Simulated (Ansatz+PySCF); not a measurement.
Results of a calculation; reference values are marked as such.
Input for Ansatz (development build ahead of 0.2.0):

```yaml
crystal:
  periodic: [false, false, false]
  atoms:
    - { symbol: Mg, position_ang: [0.0, 0.0, 0.0] }
    - { symbol: Al, position_ang: [0.99294, 1.32392, 2.86637] }
basis:
  gaussian: { orbitals: STO-3G }
magnetization:
  initial_magnetization: 3
hamiltonian:
  xc: hf
correlation:
  method: fci
  frozen_orbitals: { Al: 5, Mg: 1 }
```

The input is written out in the form of the current development build from the run's settings.

Output:

| Item | Value |
| --- | --- |
| Converged | yes |
| Total energy | -435.77930 hartree |
| State | lowest quartet root, of any spatial symmetry |
